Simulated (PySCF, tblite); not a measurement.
# SiH₄S: metal-cation adducts, part 2 of 2

tblite 0.8.0 and PySCF 2.14.0. Atoms count from 0. The steps go on from the part before.

## 13. Infrared spectrum with GFN2-xTB

The job: settings as JSON, then the geometry in Å.

```
{"job": {"kind": "ir", "xc": "GFN2-xTB", "basis": "xTB"}, "charge": 1, "multiplicity": 1}
Si    -0.700451    -0.057288     0.015632
S      1.278633     0.948662    -0.274935
H     -0.563328    -0.539177     1.382222
H     -1.557136     1.096641    -0.206902
H     -0.656204    -1.066724    -1.033017
H      2.037702    -0.115435    -0.071083
Li     2.649169     2.604385    -1.025165
```

The log of the run:

```text
mode    cm-1     km/mol
  1      37.9     57.23
  2      93.3     57.77
  3     157.9     31.80
  4     357.7     18.39
  5     434.4    218.01
  6     527.2     32.49
  7     535.4     43.99
  8     698.8    151.77
  9     700.7     29.39
 10     716.0    134.27
 11     771.3    331.47
 12    2341.1     55.32
 13    2349.2    145.72
 14    2361.9    149.76
 15    2458.8     81.96
ZPE 86.978  H(298)-E 106.586  G(298)-E 10.942 kJ/mol  S 320.79 J/(mol K)
```

Wall time 0.14 s (1 thread of Arm Neoverse V1, shared host).

Which atoms move in the most intense modes:

| cm⁻¹ | km/mol | atoms |
| --- | --- | --- |
| 93 | 57.8 | Li6 48 %, S1 32 % |
| 434 | 218.0 | S1 45 %, Li6 28 %, Si0 24 % |
| 699 | 151.8 | H3 59 %, H4 19 %, H2 14 % |
| 716 | 134.3 | H2 43 %, H4 42 % |
| 771 | 331.5 | H3 31 %, H4 25 %, H2 25 %, H5 13 % |
| 2349 | 145.7 | H2 79 %, H4 12 % |
| 2362 | 149.8 | H3 84 % |
| 2459 | 82.0 | H5 96 % |

## 14. Relaxing the molecule at PBE0-D3(BJ)/def2-SVP

This step treats H₄LiSSi+, `[SiH3]S.[Li+]`.

Settings changed since step 13:

```diff
@@ -1,2 +1,2 @@
-{"job": {"kind": "ir", "xc": "GFN2-xTB", "basis": "xTB"}, "charge": 1, "multiplicity": 1}
+{"job": {"xc": "PBE0", "basis": "def2-SVP", "d3": "d3bj", "grid": 1, "kind": "geom"}, "charge": 1, "multiplicity": 1}
 Si    -0.700451    -0.057288     0.015632
```

The log of the run:

```text
step   0  E = -696.91974841  max force = 0.019278
step   1  E = -696.92404309  max force = 0.003516
step   2  E = -696.92492036  max force = 0.002221
step   3  E = -696.92434117  max force = 0.008977
step   4  E = -696.92537366  max force = 0.004187
step   5  E = -696.92628449  max force = 0.005298
step   6  E = -696.92208836  max force = 0.011570
step   7  E = -696.92626723  max force = 0.005337
step   8  E = -696.92696078  max force = 0.002390
step   9  E = -696.92724439  max force = 0.002174
step  10  E = -696.92740386  max force = 0.001213
step  11  E = -696.92750541  max force = 0.000686
step  12  E = -696.92744648  max force = 0.001859
step  13  E = -696.92750139  max force = 0.001051
step  14  E = -696.92751693  max force = 0.000134
optimisation converged
```

Wall time 17 s (1 thread of Arm Neoverse V1, shared host).

Along the way: (the energy doesn't fall at every step)

| step | energy from step 0 (eV) | largest force component (eV/Å) |
| --- | --- | --- |
| 0 | 0.0000 | 0.9913 |
| 1 | -0.1169 | 0.1808 |
| 2 | -0.1407 | 0.1142 |
| 3 | -0.1250 | 0.4616 |
| 4 | -0.1531 | 0.2153 |
| 5 | -0.1779 | 0.2724 |
| 6 | -0.0637 | 0.5950 |
| 7 | -0.1774 | 0.2744 |
| 8 | -0.1963 | 0.1229 |
| 9 | -0.2040 | 0.1118 |
| 10 | -0.2083 | 0.0624 |
| 11 | -0.2111 | 0.0353 |
| 12 | -0.2095 | 0.0956 |
| 13 | -0.2110 | 0.0540 |
| 14 | -0.2114 | 0.0069 |

Close pairs (by a distance rule), those that changed most:

| bond | before (Å) | after (Å) | change (Å) |
| --- | --- | --- | --- |
| S1–Li6 | 2.277 | 2.366 | +0.089 |
| S1–H5 | 1.323 | 1.354 | +0.031 |
| Si0–H3 | 1.454 | 1.484 | +0.030 |
| Si0–H4 | 1.456 | 1.486 | +0.030 |
| Si0–H2 | 1.456 | 1.482 | +0.026 |
| Si0–S1 | 2.239 | 2.220 | -0.019 |

The end geometry stands in the next job.

| at the end point | value |
| --- | --- |
| point group (found at 0.08 Å tolerance) | C1 |
| rotational constants (GHz, main isotopes) | 17.524, 4.131, 3.558 |

## 15. Harmonic vibrations (H₄LiSSi+): PBE0-D3(BJ)/def2-SVP

The job: settings as JSON, then the geometry in Å.

```
{"job": {"xc": "PBE0", "basis": "def2-SVP", "d3": "d3bj", "grid": 2, "kind": "hessian"}, "charge": 1, "multiplicity": 1}
Si    -0.555288     0.085484     0.066218
S      1.470724     0.983425     0.192441
H     -0.753811    -0.659633     1.331230
H     -1.412917     1.289714    -0.065114
H     -0.597584    -0.779824    -1.140892
H      2.196151    -0.159828     0.179755
Li     2.139197     2.112960    -1.775939
```

The log of the run:

```text
coarse grid: 6808 points
cycle   1  E = -696.8461272304  dE =  7.948e-02  |g| = 1.830e-01  |ddm| = 2.227e+00
cycle   2  E = -696.8512092105  dE = -5.082e-03  |g| = 1.463e-01  |ddm| = 4.358e-01
cycle   3  E = -696.8581657634  dE = -6.957e-03  |g| = 1.858e-02  |ddm| = 2.135e-01
cycle   4  E = -696.8582848854  dE = -1.191e-04  |g| = 4.441e-03  |ddm| = 3.339e-02
cycle   5  E = -696.8582917154  dE = -6.830e-06  |g| = 7.616e-04  |ddm| = 7.285e-03
final grid: 56008 points
cycle   6  E = -696.9275404154  dE = -1.470e-05  |g| = 4.578e-03  |ddm| = 2.325e-02
cycle   7  E = -696.9275407644  dE = -3.490e-07  |g| = 4.358e-03  |ddm| = 1.254e-02
cycle   8  E = -696.9275466504  dE = -5.886e-06  |g| = 1.696e-04  |ddm| = 6.243e-03
cycle   9  E = -696.9275466613  dE = -1.089e-08  |g| = 3.393e-05  |ddm| = 2.788e-04
cycle  10  E = -696.9275466617  dE = -3.830e-10  |g| = 8.846e-06  |ddm| = 5.479e-05
cycle  11  E = -696.9275466617  dE = -3.183e-11  |g| = 1.649e-06  |ddm| = 1.151e-05
converged SCF energy = -696.9275466617

mode    cm-1
  1      85.4
  2     102.6
  3     374.9
  4     398.0
  5     458.7
  6     554.1
  7     616.1
  8     802.7
  9     894.7
 10     915.3
 11     929.8
 12    2271.0
 13    2298.0
 14    2315.2
 15    2699.3
ZPE 94.002  H(298)-E 111.704  G(298)-E 19.225 kJ/mol  S 310.17 J/(mol K)
```

It took 28 s on 1 thread of Arm Neoverse V1, shared host; peak memory 0.95 GiB.

Zero-point energy 94.00 kJ/mol (xTB gave 86.98).

## 16. Single point (H₄LiSSi+): wB97X-D3(BJ)/def2-TZVP

Geometry: PBE0-D3(BJ)/def2-SVP.

Settings changed since step 15:

```diff
@@ -1,2 +1,2 @@
-{"job": {"xc": "PBE0", "basis": "def2-SVP", "d3": "d3bj", "grid": 2, "kind": "hessian"}, "charge": 1, "multiplicity": 1}
+{"job": {"kind": "sp", "xc": "wB97X", "basis": "def2-TZVP", "d3": "d3bj", "grid": 2}, "charge": 1, "multiplicity": 1}
 Si    -0.555288     0.085484     0.066218
```

The log of the run:

```text
coarse grid: 6808 points
cycle   1  E = -697.4755631142  dE =  1.844e-02  |g| = 2.660e-01  |ddm| = 1.772e+00
cycle   2  E = -697.4997328692  dE = -2.417e-02  |g| = 1.303e-01  |ddm| = 3.381e-01
cycle   3  E = -697.5038010963  dE = -4.068e-03  |g| = 2.532e-02  |ddm| = 1.071e-01
cycle   4  E = -697.5040681400  dE = -2.670e-04  |g| = 7.057e-03  |ddm| = 3.193e-02
cycle   5  E = -697.5040889600  dE = -2.082e-05  |g| = 1.658e-03  |ddm| = 8.324e-03
cycle   6  E = -697.5040903834  dE = -1.423e-06  |g| = 3.807e-04  |ddm| = 2.586e-03
final grid: 56008 points
cycle   7  E = -697.5093730917  dE = -2.400e-05  |g| = 2.894e-03  |ddm| = 1.464e-02
cycle   8  E = -697.5093742697  dE = -1.178e-06  |g| = 1.675e-03  |ddm| = 3.383e-03
cycle   9  E = -697.5093747066  dE = -4.369e-07  |g| = 1.386e-04  |ddm| = 1.303e-03
cycle  10  E = -697.5093747153  dE = -8.745e-09  |g| = 3.144e-05  |ddm| = 2.360e-04
converged SCF energy = -697.5093747153
```

Run time: 2.1 s. Hardware: 1 thread of Arm Neoverse V1, shared host; peak memory 0.46 GiB.

## 17. Single point (Rb+): wB97X-D3(BJ)/def2-TZVP

Geometry: atom.

The job: settings as JSON, then the geometry in Å.

```
{"job": {"kind": "sp", "xc": "wB97X", "basis": "def2-TZVP", "d3": "d3bj", "grid": 2}, "charge": 1, "multiplicity": 1}
Rb     0.000000     0.000000     0.000000
```

The log of the run:

```text
coarse grid: 8088 points
cycle   1  E = -23.9480208715  dE = -2.609e+00  |g| = 2.319e-01  |ddm| = 2.185e+00
cycle   2  E = -23.9567772440  dE = -8.756e-03  |g| = 2.760e-02  |ddm| = 3.890e-01
cycle   3  E = -23.9569342887  dE = -1.570e-04  |g| = 2.444e-03  |ddm| = 5.587e-02
cycle   4  E = -23.9569362479  dE = -1.959e-06  |g| = 1.346e-04  |ddm| = 4.340e-03
final grid: 14048 points
cycle   5  E = -23.9569224816  dE = -3.845e-09  |g| = 1.562e-05  |ddm| = 3.263e-04
converged SCF energy = -23.9569224816
```

Wall time 0.14 s (1 thread of Arm Neoverse V1, shared host).

## 18. Metal-cation adducts: wB97X-D3(BJ)/def2-TZVP

This step combines the energies above: geometries from PBE0-D3(BJ)/def2-SVP, zero-point and thermal terms from PBE0-D3(BJ)/def2-SVP.

The job: settings as JSON, then the geometry in Å.

```
{"job": {"kind": "mc", "partners": ["Cs+", "Li+", "Rb+"], "geom": {"xc": "PBE0", "basis": "def2-SVP", "d3": "d3bj", "grid": 1}, "hess": 1, "level": {"xc": "wB97X", "basis": "def2-TZVP", "d3": "d3bj"}}, "charge": 0, "multiplicity": 1}
Si    -0.527125    -0.004881    -0.000257
S      1.437724     0.837583    -0.213252
H     -0.737887    -0.578989     1.362394
H     -1.459126     1.137289    -0.216208
H     -0.793210    -1.071088    -1.011680
H      2.087661    -0.320665     0.035309
```

Output (the driver's rows laid out field by field):

```text
metal-cation adducts, wB97X-D3(BJ)/def2-TZVP // PBE0-D3(BJ)/def2-SVP

row 1
  formula                 CsH4SSi
  charge                  1
  multiplicity            1
  smiles                  [SiH3]S.[Cs+]
  kept                    yes
  pieces                  1
  point_group             C1
  partner                 Cs+
  start_atom              1
  bound_to                1 S 3.507
  nearest                 1 S 3.507
  parent_bonds_kept       yes
  electronic              48.49
  enthalpy                46.93
  free_energy             21.57

row 2
  formula                 H4LiSSi
  charge                  1
  multiplicity            1
  smiles                  [SiH3]S.[Li+]
  kept                    yes
  pieces                  1
  point_group             C1
  partner                 Li+
  start_atom              1
  bound_to                1 S 2.366
  nearest                 1 S 2.366
  parent_bonds_kept       yes
  electronic              125.37
  enthalpy                122.71
  free_energy             94.28
  partner_charge          0.887

row 3
  formula                 H4RbSSi
  charge                  1
  multiplicity            1
  smiles                  [SiH3]S.[Rb+]
  kept                    yes
  pieces                  1
  point_group             C1
  partner                 Rb+
  start_atom              1
  bound_to                1 S 3.324
  nearest                 1 S 3.324
  parent_bonds_kept       yes
  electronic              54.95
  enthalpy                53.29
  free_energy             27.66
```

Wall time 3.5 min (1 thread of Arm Neoverse V1, shared host).

Some single points behind these values are not shown above.

Energy given off on binding (kJ/mol, gas phase, 298 K for the thermal columns):

| partner | nearest atom | electronic | enthalpy | free energy |
| --- | --- | --- | --- | --- |
| Cs+ | S1, 3.51 Å | 48.5 | 46.9 | 21.6 |
| Li+ | S1, 2.37 Å | 125.4 | 122.7 | 94.3 |
| Rb+ | S1, 3.32 Å | 55.0 | 53.3 | 27.7 |

## 19. What came out

What follows sums up all 2 parts.

```
                                            quantity                  value
           strongest single infrared mode (GFN2-xTB)   790 cm⁻¹, 356 km/mol
                        zero-point energy (GFN2-xTB)          20.3 kcal/mol
                                         point group                     Cs
                rotational constants (main isotopes)  65.37, 6.23, 6.10 GHz
binding enthalpy (−ΔH), Cs+ (wB97X-D3(BJ)/def2-TZVP)            46.9 kJ/mol
binding enthalpy (−ΔH), Li+ (wB97X-D3(BJ)/def2-TZVP)           122.7 kJ/mol
binding enthalpy (−ΔH), Rb+ (wB97X-D3(BJ)/def2-TZVP)            53.3 kJ/mol
```

In words: No mode is imaginary among the 12: a minimum at this level. The strongest single mode, at 790 cm⁻¹, moves mainly H4 and H2. GFN2-xTB is a fitted tight-binding method: band positions and strengths are rough. Its intensities can rank the bands wrongly. The optimisation took 3 steps and gained 0.086 eV; among the close pairs (by a distance rule), Si0–H3 changed most, from 1.451 to 1.490 Å (PBE0/def2-SVP). Steps that list no spin-orbit terms leave them out, which matters at and beside the heavy atoms. At wB97X-D3(BJ)/def2-TZVP the binding enthalpy (−ΔH) runs from 46.9 kJ/mol (Cs+) to 122.7 kJ/mol (Li+).
